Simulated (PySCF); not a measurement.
## Bond curve of BS⁺

Set-up: B pcseg-1, S pcseg-1; no relativity (PySCF 2.14). Energies in eV from B⁺ + S in their ground configurations at the same level. State: ³Π (triplet), unpaired electrons σ ↑, π ↑.

All columns are M06-2X. A positive dipole points towards S; it is taken about the centre of mass and depends on that origin.

| R (Å) | E (eV) | μ (D) | Mulliken charge on B (basis-dependent) | HOMO (eV) | LUMO (eV) | Mayer bond order | ⟨S²⟩ |
| --- | --- | --- | --- | --- | --- | --- | --- |
| 1.472 | -1.590 | -1.33 | 0.43 | -17.35 | -13.57 | 1.90 | 2.01 |
| 1.541 | -2.295 | -1.65 | 0.48 | -17.45 | -13.24 | 1.86 | 2.01 |
| 1.609 | -2.679 | -1.97 | 0.53 | -17.54 | -12.93 | 1.81 | 2.01 |
| 1.661 | -2.811 | -2.22 | 0.55 | -17.59 | -12.71 | 1.78 | 2.01 |
| 1.712 | -2.842 | -2.46 | 0.58 | -17.42 | -12.50 | 1.74 | 2.01 |
| 1.763 | -2.796 | -2.70 | 0.60 | -17.19 | -12.30 | 1.70 | 2.01 |
| 1.832 | -2.650 | -3.01 | 0.62 | -16.91 | -12.05 | 1.64 | 2.01 |
| 1.917 | -2.382 | -3.38 | 0.65 | -16.57 | -11.76 | 1.56 | 2.01 |
| 2.020 | -2.010 | -3.77 | 0.66 | -16.21 | -11.44 | 1.42 | 2.01 |
| 2.157 | -1.533 | -4.19 | 0.68 | -15.78 | -11.33 | 1.19 | 2.02 |

A fit through these points gives, at Re = 1.705 Å, μ = -2.43 D and dμ/dR = -4.73 D/Å; the reduced mass is 8.189 u.

How strong is the fundamental in the double-harmonic approximation, I = 42.26·(dμ/dR)²/μred km/mol?

I = 42.26·(-4.73)²/8.189 = 115 km/mol at M06-2X.

For an ion De counts to the pair picked by the measured ionisation energies or electron affinities, which need not be the lowest pair at this level. The state was picked by a PBE0 search and need not be the measured ground state.
